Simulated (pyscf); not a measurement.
Structures and frequencies: ωB97X-D3(BJ)/def2-SVP in PySCF. MP2 and CC: frozen core, UHF for open shells. ΔMP2 is the change of the MP2 total energy from the triple- to the quadruple-zeta basis.

**Question.** PBE/def2-TZVP puts the barrier of HO–InH–Cl -> HO–In [singlet] + HCl (1,1-elimination; singlet surface; Cl–In, H–In broken, Cl–H formed) at 32.5 kcal/mol and the reaction energy at +10.7 kcal/mol, from the reactant's lowest minimum found. What do M06-2X/def2-TZVP, ωB97M-D3(BJ)/def2-TZVP, CCSD(T)/def2-TZVPP + ΔMP2(QZVPP) give on the same structures?

**Answer.** M06-2X: ΔE‡ = 45.5 kcal/mol, ΔE = +16.1 kcal/mol; ωB97M-D3(BJ): ΔE‡ = 45.8 kcal/mol, ΔE = +13.5 kcal/mol; CCSD(T): ΔE‡ = 43.6 kcal/mol, ΔE = +12.5 kcal/mol. PBE's barrier lies under all of them, by 11.1 to 13.3 kcal/mol. Its reaction energy lies under all of them, by 1.8 to 5.4 kcal/mol. Low barriers are usual for a GGA, whose delocalisation error favours stretched bonds. On the reactant side the descent ends in a point that may be a rotor saddle (no frequency run), 1.8 kcal/mol over the lowest minimum found and 47.0 kcal/mol under the saddle at ωB97X-D3(BJ)/def2-TZVP. At ωB97X-D3(BJ)/def2-TZVP the barrier from the zero used here is 48.8 kcal/mol. One saddle was located; it need not be the lowest between these sides. The CCSD(T) − MP2 part came from Ansatz, without density fitting, on the same reference. The frozen core leaves the outer d or s,p core shells of the metals and heavy elements correlated in the MP2 and CC values, and def2-TZVPP describes them poorly, which can shift differences by a few kcal/mol. Elements past Kr carry the def2 core potentials, without spin-orbit coupling.
